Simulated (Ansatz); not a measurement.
Abridged output of a molecular run in Ansatz:

```
Functional definition: HF
1090 factors; integrals over basis functions are off by at most 7.9e-4 eV
mean field evaluation 1: about -5189.0653 eV, gradient 3.3e1 eV
mean field evaluation 2: about -5189.0734 eV, gradient 3.3e1 eV
mean field evaluation 4: about -5191.6283 eV, gradient 4.5e0 eV
mean field evaluation 8: about -5191.6857 eV, gradient 3.0e-1 eV
mean field evaluation 16: about -5191.6720 eV, gradient 1.7e0 eV
mean field -5191.68614389 eV, -190.7909467365 hartree, gradient 1.8e-6 eV, S^2 0.000000; 0 other end points of the search recorded, 0 dependent functions left out
4 core orbitals not correlated: weight in the atoms' cores, before any rotation towards them, 1.000 or more for the frozen orbitals, at most 0.000 for the correlated occupied ones
reference -5191.68614389 eV, -190.7909467365 hartree; 11, 11 occupied and 165, 165 virtual orbitals, 1090 factors
second order -19.34625975 eV of doubles, -0.00000000 eV of singles
cycle   1  -19.28365151 eV  change    6.3e-2 eV  update   9.7e-2
cycle   2  -19.76449162 eV  change   -4.8e-1 eV  update   2.9e-2
cycle   3  -19.87606174 eV  change   -1.1e-1 eV  update   1.4e-2
cycle   4  -19.87271815 eV  change    3.3e-3 eV  update   3.9e-3
cycle   5  -19.87330684 eV  change   -5.9e-4 eV  update   1.5e-3
cycle   6  -19.87410334 eV  change   -8.0e-4 eV  update   3.8e-4
cycle   7  -19.87402779 eV  change    7.6e-5 eV  update   1.3e-4
cycle   8  -19.87402190 eV  change    5.9e-6 eV  update   3.8e-5
cycle   9  -19.87403739 eV  change   -1.5e-5 eV  update   1.6e-5
perturbative correction -0.87622066 eV, -0.0322005153 hartree
Total energy: -5212.43640193 eV, -191.5535046548 hartree
```

Its atoms:

```xyz
8

C    -1.218    0.683   -0.160
C     0.007   -0.061    0.082
C     1.019   -0.672    0.281
O     2.087   -1.370    0.571
H    -1.006    1.660   -0.601
H    -1.888    0.147   -0.838
H    -1.758    0.854    0.775
H     2.757   -1.241   -0.110
```

**Question.** Which basis set was used?
A. cc-pV(Q+d)Z
B. def2-TZVPP
C. def2-SVP
D. def2-QZVPP

**Answer.** B. It gives 180 functions.

**Question.** Write the keys of the input that set method, charge and spin (a neutral closed shell needs none for the last two).

**Answer.** 
```yaml
correlation: {method: ccsd_t}
```
